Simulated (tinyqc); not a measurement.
Stretching all distances: RHF, UHF, MP2, CISD and CCSD against full CI in the sto-6g basis, for H2O, spin multiplicity 1. Computed by the program tinyqc with PySCF. 

Geometry (angstrom):
```
atom       x        y       z
O     0.0000   0.0000  0.0000
H     0.0000   0.7080  0.5670
H     0.0000  -0.7080  0.5670
```

All coordinates are multiplied by the scale. c0^2 is the weight of the RHF determinant in the lowest singlet FCI state (UHF is spin-contaminated and may lie near states of higher spin) and n(LUMO) the first natural occupation beyond the occupied space.

Full CI energy (hartree) and errors against it (kcal/mol):
```
scale  distance 1-2 (angstrom)     E(FCI)      RHF     UHF     MP2    CISD    CCSD  <S^2> UHF   c0^2  n(LUMO)
0.990                    0.898  -75.70442   27.144  27.144   7.353   0.310   0.057      0.000  0.979    0.021
1.200                    1.088  -75.73127   43.765  43.765  13.337   1.050   0.130      0.000  0.954    0.047
1.420                    1.288  -75.67109   69.434  68.474  22.920   3.385   0.333      0.227  0.901    0.104
1.630                    1.479  -75.59935  102.668  61.884  35.233   8.626   0.587      1.179  0.818    0.199
1.840                    1.669  -75.53943  144.164  39.178  49.658  18.054  -0.030      1.609  0.701    0.340
2.050                    1.859  -75.49955  191.644  20.367  63.400  30.680  -4.203      1.814  0.563    0.509
```

UHF parts from RHF first at scale 1.42 of those listed, where <S^2> leaves zero. The weight c0^2 goes from 0.98 to 0.56 and n(LUMO) from 0.02 to 0.51: static correlation grows as the bonds break into open-shell fragments. The spread of the error along the curve, which distorts its shape, is CCSD 4.8, CISD 30.4, UHF 48.1, MP2 56.0, RHF 164.5 kcal/mol. Below FCI somewhere: CCSD, as non-variational methods may be.
